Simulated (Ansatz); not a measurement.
`B[O]` radical from Hartree–Fock to CCSD(T)

Z-matrix (Å, degrees):
```
B
O 1 1.281
H 1 1.211 2 119.9
H 1 1.211 2 119.9 3 180.0
```

Total charge 0; spin multiplicity 2. The geometry is a stationary point of PBE0-D4/def2-TZVP. Frozen core, unrestricted reference, the Gaussian-basis code of Ansatz. CBS rows extrapolate triple and quadruple zeta.

| basis | HF (Eh) | MP2 corr. |
| --- | --- | --- |
| def2-SVP | -100.62155 | -0.23164 |
| def2-TZVPP | -100.74356 | -0.29429 |
| def2-QZVPP | -100.74871 | -0.31823 |
| cc-pV(D+d)Z | -100.70707 | -0.23168 |
| cc-pV(T+d)Z | -100.73953 | -0.29601 |
| cc-pV(Q+d)Z | -100.74727 | -0.31963 |

Q: Estimate the CCSD correlation energy and the (T) correction in each basis where they were run (hartree).

A: 
```csv
basis,CCSD corr.,(T)
def2-SVP,-0.26419,-0.00665
def2-TZVPP,-0.32481,-0.01124
def2-QZVPP,-0.34540,-0.01272
CBS(def2),-0.36065,-0.01382
cc-pV(D+d)Z,-0.26470,-0.00666
cc-pV(T+d)Z,-0.32600,-0.01142
cc-pV(Q+d)Z,-0.34666,-0.01275
CBS(cc),-0.36137,-0.01371
```
